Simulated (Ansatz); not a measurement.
# CCl₄ (singlet): from Hartree-Fock to the top rungs, 6-31G*

How much of the correlation energy of CCl₄ (singlet) does each wave-function method recover here?

Computed with Ansatz 0.2.0, Gaussian basis. Level: 6-31G*, core rule «outside noble gas», up to 21 orbitals frozen.

Plan: UHF; CCSD(T) on RHF; BCCD(T) on RHF; CISD; CCSDT(Q) on RHF; CASSCF and MRCISD+Q, 8 electrons in 8 orbitals; CASSCF and MRCISD+Q(relaxed), 8 electrons in 8 orbitals; CASSCF and NEVPT2, 8 electrons in 8 orbitals.

17 further runs of the same task are left out: 17 set aside as unsound or not needed.

## 1. The system

The geometry is an MP2(full)/6-31G* stationary point (not a proven minimum).

5 atoms, charge 0, spin multiplicity 1.

Atoms are counted from 1 here; the program's logs count them from 0.

Bond lengths: C1–Cl2 1.769 Å, C1–Cl3 1.769 Å, C1–Cl4 1.769 Å, C1–Cl5 1.769 Å. Angles: Cl2–C1–Cl3 109.5°, Cl2–C1–Cl4 109.5°, Cl2–C1–Cl5 109.5°, Cl3–C1–Cl4 109.5°, Cl3–C1–Cl5 109.5°, Cl4–C1–Cl5 109.5°.

Coordinates:

```xyz
5
charge 0, multiplicity 1
C     0.0000    0.0000    0.0000
Cl    1.0213    1.0213    1.0213
Cl   -1.0213   -1.0213    1.0213
Cl   -1.0213    1.0213   -1.0213
Cl    1.0213   -1.0213   -1.0213
```

## 2. UHF

in.yaml reads:

```yaml
crystal:
  periodic: [false, false, false]
  atoms:
    - {symbol: C, position_ang: [0.000000, 0.000000, 0.000000]}
    - {symbol: Cl, position_ang: [1.021340, 1.021340, 1.021340]}
    - {symbol: Cl, position_ang: [-1.021340, -1.021340, 1.021340]}
    - {symbol: Cl, position_ang: [-1.021340, 1.021340, -1.021340]}
    - {symbol: Cl, position_ang: [1.021340, -1.021340, -1.021340]}
basis:
  gaussian: {orbitals: "6-31G*"}
magnetization: {spin_polarized: true, initial_magnetization: 0}
hamiltonian: {xc: hf}
output: {orbitals: {seedname: orbitals}}
```

Launch:

```sh
> ansatz run in.yaml --threads 1 --pin off --events-out ev --progress --plain --max-ram 3956MiB --backend cpu
```

The runs that follow: CCSD(T) on RHF; BCCD(T) on RHF; CISD; CCSDT(Q) on RHF; CASSCF and MRCISD+Q, 8 electrons in 8 orbitals; CASSCF and MRCISD+Q(relaxed), 8 electrons in 8 orbitals; CASSCF and NEVPT2, 8 electrons in 8 orbitals.

Before running them: what should the planned runs give, taken together? Wanted: RCCSDT(Q) below the RHF energy; RMP2 from RCCSDT(Q); RCCSD from RCCSDT(Q); RCCSD(T) from RCCSDT(Q); NEVPT2 frontier from RCCSDT(Q); MRCISD+Q frontier from RCCSDT(Q); MRCISD+Q(relaxed) frontier from RCCSDT(Q); T1 diagnostic.

**Answer**, as computed:

| quantity | value |
| --- | --- |
| RCCSDT(Q) below the RHF energy | -19.9131 eV |
| RMP2 from RCCSDT(Q) | +182.4 kJ/mol |
| RCCSD from RCCSDT(Q) | +65.5 kJ/mol |
| RCCSD(T) from RCCSDT(Q) | +5.9 kJ/mol |
| NEVPT2 frontier from RCCSDT(Q) | +220.0 kJ/mol |
| MRCISD+Q frontier from RCCSDT(Q) | +57.0 kJ/mol |
| MRCISD+Q(relaxed) frontier from RCCSDT(Q) | +55.6 kJ/mol |
| levels within 1 kcal/mol (43 meV) | RCCSDT |
| T1 diagnostic | 0.009 |

RCCSD(T) misses by +5.9 kJ/mol, 0.3 % of the correlation energy. Of the multireference levels listed MRCISD+Q(relaxed) frontier comes nearest in total energy (+55.6 kJ/mol), which doesn't show that its space is the better one. These misses are within one basis, not against nature.
